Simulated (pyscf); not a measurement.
H₃Si–O–PH₂ + SiH₂ [singlet] → H₃Si–O–SiH₂–PH₂ (insertion; singlet surface; O–P broken, P–Si, O–Si formed). Structures and frequencies: ωB97X-D3(BJ)/def2-SVP in PySCF. MP2 and CC: frozen core, UHF for open shells. ΔMP2 is the change of the MP2 total energy from the triple- to the quadruple-zeta basis. Energies in kcal/mol from the separated reactants.

```csv
level,barrier,reaction energy
r²SCAN/def2-TZVP,-15.6,-93.6
PBE0-D3(BJ)/def2-TZVP,-13.9,-91.6
M06-2X/def2-TZVP,-8.6,-87.2
ωB97M-D3(BJ)/def2-TZVP,-6.4,-85.1
MP2/def2-QZVPP,-10.9,-93.2
CCSD/def2-TZVPP,-2.0,-85.3
CCSD(T)/def2-TZVPP + ΔMP2(QZVPP),(withheld),(withheld)
```

Q: Fill in the missing entries.

A: 
- CCSD(T)/def2-TZVPP + ΔMP2(QZVPP), barrier: -7.1
- CCSD(T)/def2-TZVPP + ΔMP2(QZVPP), reaction energy: -87.7

Of the functionals in the table, ωB97M-D3(BJ) is closest to CCSD(T)/def2-TZVPP + ΔMP2(QZVPP) in the barrier (0.8 kcal/mol apart) and r²SCAN least close (8.5 kcal/mol); that level has limits of its own. On the reactant side the descent ends in an adduct with a O–Si contact, 20.0 kcal/mol under the separated species and 8.9 kcal/mol under the saddle at ωB97X-D3(BJ)/def2-TZVP. At r²SCAN, PBE0-D3(BJ), M06-2X, ωB97M-D3(BJ), MP2, CCSD, CCSD(T) the saddle lies under the separated reactants, which points to a path from their complex (located at ωB97X-D3(BJ) alone). What is counted as formed (O–Si) is already present as a longer contact in the reactant adduct; forming that adduct is a step of its own. At ωB97X-D3(BJ) the barrier from the zero used here is -11.1 kcal/mol. H₃Si–O–PH₂ lies 5.7 kcal/mol over its isomer HO–SiH₂–PH₂ (electronic energy, ωB97M-D3(BJ)). One saddle was located; it need not be the lowest between these sides. The CCSD(T) − MP2 part came from Ansatz, without density fitting, on the same reference.
